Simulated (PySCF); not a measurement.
1,2,2-trichloropropane, C3H5Cl3, SMILES CC(Cl)(Cl)CCl, point group C1.

Force field and properties: PBE0/pcSseg-1 (PySCF, grid level 2). Vibrational terms come from second-order perturbation theory with semi-diagonal cubic constants, by steps of ±0.6 along the normal coordinates of each isotopologue. The parent has the commonest isotopes.

Equilibrium geometry (Å):

| atom | x | y | z |
| --- | --- | --- | --- |
| C1 | -1.2083 | -0.2679 | 0.4355 |
| C2 | -0.1049 | 0.4738 | -0.2781 |
| Cl3 | 0.0690 | 2.1168 | 0.4223 |
| Cl4 | -0.5359 | 0.6412 | -2.0267 |
| C5 | 1.2452 | -0.2298 | -0.2764 |
| Cl6 | 1.8613 | -0.5534 | 1.3668 |
| H7 | -2.1504 | 0.2774 | 0.3414 |
| H8 | -0.9562 | -0.3699 | 1.4952 |
| H9 | -1.3272 | -1.2645 | -0.0034 |
| H10 | 1.9862 | 0.3796 | -0.7967 |
| H11 | 1.1427 | -1.1926 | -0.7836 |

Task: Give the equilibrium and ground-state rotational constants (MHz) of parent; ¹³C at 1.

Result: 
| species | Ae | Be | Ce | A0 | B0 | C0 | Δ0 (u Å²) | harmonic ZPE (cm⁻¹) |
| --- | --- | --- | --- | --- | --- | --- | --- | --- |
| parent | 2544.2 | 1255.4 | 1060.4 | 2526.9 | 1247.2 | 1054.1 | -125.743 | 16830 |
| ¹³C at 1 | 2505.2 | 1245.8 | 1060.1 | 2488.1 | 1237.6 | 1053.7 | -131.844 | 16786 |

Δ0 = Ic − Ia − Ib from the ground-state constants.

Task: How is the parent's vibrational correction B0 − Be made up?

Result: 
```csv
axis,harmonic,Coriolis,cubic,total (MHz)
a,2.71,-1.05,-18.9,-17.3
b,0.919,-0.275,-8.81,-8.17
c,0.491,-0.266,-6.58,-6.36
```

Task: And its quartic centrifugal distortion constants from the harmonic force field?

Result: Asymmetric top, A reduction, Ir representation: ΔJ = 0.0719 kHz, ΔJK = 0.667 kHz, ΔK = -0.0916 kHz, δJ = 0.00602 kHz, δK = 0.208 kHz.

Task: Which nuclear quadrupole couplings χaa, χbb, χcc (MHz) does the parent show, at equilibrium and averaged?

Result: 35Cl at 3: 39.0, -73.1, 34.1 and 38.8, -72.8, 33.9; 35Cl at 4: -49.1, 19.8, 29.4 and -48.9, 19.8, 29.1; 35Cl at 6: -64.1, 31.4, 32.6 and -63.7, 31.1, 32.6.

A mode lies under 250 cm⁻¹, where this perturbation treatment is rough. Internal rotors are held in one well.
